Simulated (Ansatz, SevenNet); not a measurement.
Voigt–Reuss–Hill bulk modulus (GPa) of solids drawn from the class of oxides, at two levels: the machine-learned potential SevenNet-0 (trained on PBE and PBE+U data), and r²SCAN in Ansatz (PAW).

```csv
solid,SevenNet-0,r²SCAN,shift (%)
rutile TiO₂,205,235,+14.6
A-type hexagonal La₂O₃,109,122,+11.9
corundum Ga₂O₃ (metastable phase),202,235,+16.3
anatase TiO₂ (metastable phase),177,199,+12.4
stishovite (SiO2),310,310,0.0
rutile SnO₂,168,207,+23
"SiO₂ (P4₁2₁2, No. 92)",16.5,14.8,-10.3
```

The shifts run from -10.3 % to +23 %, with a median of +12.4 %.

Over all 7 rows r²SCAN is the larger in 5.

Database compounds that came out metallic weren't drawn.

Ansatz's runs of these crystals have no spin polarisation.

Spin–orbit coupling is left out, also for the solids with elements from indium on (A-type hexagonal La2O3, rutile SnO2); its size isn't shown.

Each level is taken at its own relaxed cell. Ansatz's density-functional and Hartree–Fock values are scalar-relativistic unless marked +SOC, with PAW data made under PBE.

Ansatz is a program for electronic structure.
